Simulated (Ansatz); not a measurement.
A first, cheap relaxation of `N/C=C\OC=O`.

```yaml
crystal:
  periodic: [false, false, false]
  atoms:
    - {symbol: N, position_ang: [-2.042500, -0.298900, 0.101800]}
    - {symbol: C, position_ang: [-1.063000, -0.228400, -0.813700]}
    - {symbol: C, position_ang: [0.197600, 0.004300, -0.565400]}
    - {symbol: O, position_ang: [0.764000, 0.253500, 0.741100]}
    - {symbol: C, position_ang: [2.022600, 0.522400, 0.836000]}
    - {symbol: O, position_ang: [2.858000, 0.599000, -0.035400]}
    - {symbol: H, position_ang: [-2.787400, -0.930500, -0.132900]}
    - {symbol: H, position_ang: [-1.732200, -0.316200, 1.046900]}
    - {symbol: H, position_ang: [-1.375700, -0.390200, -1.795200]}
    - {symbol: H, position_ang: [0.990600, 0.016000, -1.300800]}
    - {symbol: H, position_ang: [2.233300, 0.712000, 1.938100]}
basis:
  gaussian: {orbitals: def2-SVP}
hamiltonian: {xc: pbe, dispersion: d4}
relax: {f_tol: 0.03, max_steps: 200}
```

```sh
$ ansatz run in.yaml --threads 4 --pin off --events-out ev --progress --plain --max-ram 10444MiB
```

Shortened log:

```
Functional definition: PBE
mean field -8759.02366070 eV, -321.8881824512 hartree, gradient 3.7e-5 eV, S^2 0.000000; 0 other end points of the search recorded, 0 dependent functions left out
relax step   1: F+E_penalty+E_count = -8759.21667328 eV  Δ(F+E_penalty+E_count) = +0.000e0 eV  max|allowed force component| = 4.018e0 eV/Å  Δτ_max = 0.0000 Å  (31 SCF iters, accepted)
mean field -8759.39260525 eV, -321.9017409132 hartree, gradient 1.4e-5 eV, S^2 0.000000; 0 other end points of the search recorded, 0 dependent functions left out
relax step   2: F+E_penalty+E_count = -8759.58478800 eV  Δ(F+E_penalty+E_count) = -3.681e-1 eV  max|allowed force component| = 1.740e0 eV/Å  Δτ_max = 0.1234 Å  (31 SCF iters, accepted)
mean field -8759.36041577 eV, -321.9005579719 hartree, gradient 1.1e-5 eV, S^2 0.000000; 0 other end points of the search recorded, 0 dependent functions left out
relax step   3: F+E_penalty+E_count = -8759.55271623 eV  Δ(F+E_penalty+E_count) = +3.207e-2 eV  max|allowed force component| = 1.858e0 eV/Å  Δτ_max = 0.1037 Å  (41 SCF iters, rejected (line search))
mean field -8759.46490351 eV, -321.9043978254 hartree, gradient 1.3e-5 eV, S^2 0.000000; 0 other end points of the search recorded, 0 dependent functions left out
relax step   4: F+E_penalty+E_count = -8759.65752170 eV  Δ(F+E_penalty+E_count) = -7.273e-2 eV  max|allowed force component| = 3.223e-1 eV/Å  Δτ_max = 0.0518 Å  (34 SCF iters, accepted)
mean field -8759.46943973 eV, -321.9045645286 hartree, gradient 1.0e-5 eV, S^2 0.000000; 0 other end points of the search recorded, 0 dependent functions left out
relax step   5: F+E_penalty+E_count = -8759.66215295 eV  Δ(F+E_penalty+E_count) = -4.631e-3 eV  max|allowed force component| = 1.339e-1 eV/Å  Δτ_max = 0.0144 Å  (35 SCF iters, accepted)
mean field -8759.47030404 eV, -321.9045962911 hartree, gradient 1.0e-5 eV, S^2 0.000000; 0 other end points of the search recorded, 0 dependent functions left out
relax step   6: F+E_penalty+E_count = -8759.66320519 eV  Δ(F+E_penalty+E_count) = -1.052e-3 eV  max|allowed force component| = 3.320e-2 eV/Å  Δτ_max = 0.0128 Å  (35 SCF iters, accepted)
mean field -8759.47037306 eV, -321.9045988278 hartree, gradient 1.0e-5 eV, S^2 0.000000; 0 other end points of the search recorded, 0 dependent functions left out
relax step   7: F+E_penalty+E_count = -8759.66339245 eV  Δ(F+E_penalty+E_count) = -1.873e-4 eV  max|allowed force component| = 1.786e-2 eV/Å  Δτ_max = 0.0072 Å  (36 SCF iters, accepted)
mean field -8759.47037306 eV, -321.9045988278 hartree, gradient 1.9e-5 eV, S^2 0.000000; 1 other end points of the search recorded, 0 dependent functions left out
Total energy: -8759.66342339 eV, -321.9116932965 hartree
Atom 0 at    -2.027993    -0.277295     0.139880 Å, force     0.000782     0.012577     0.003650 eV/Å
Atom 1 at    -1.041983    -0.271500    -0.829981 Å, force     0.004508    -0.007373    -0.009645 eV/Å
Atom 2 at     0.268788     0.005594    -0.631990 Å, force    -0.017863    -0.000567     0.000290 eV/Å
Atom 3 at     0.701033     0.229361     0.676536 Å, force     0.011831     0.002011    -0.001395 eV/Å
Atom 4 at     2.010082     0.525382     0.877082 Å, force    -0.000739     0.002434    -0.007109 eV/Å
Atom 5 at     2.856547     0.620151     0.017611 Å, force    -0.002788    -0.002386     0.009728 eV/Å
Atom 6 at    -2.828156    -0.887449    -0.027212 Å, force     0.002330    -0.004228    -0.000286 eV/Å
Atom 7 at    -1.692798    -0.302509     1.105371 Å, force     0.004024    -0.003278    -0.005141 eV/Å
Atom 8 at    -1.378068    -0.450258    -1.863171 Å, force    -0.001824     0.001320     0.008566 eV/Å
Atom 9 at     1.027535     0.083774    -1.418881 Å, force     0.004682     0.002107     0.008338 eV/Å
Atom 10 at     2.170312     0.667750     1.975255 Å, force    -0.004943    -0.002617    -0.006996 eV/Å
Dipole moment:    -0.654811    -0.295649     0.203760 e Å
```

Hardware: 4 threads of an Arm Neoverse V1 on a shared host. Wall time 9 s, peak host memory 0.15 GiB.
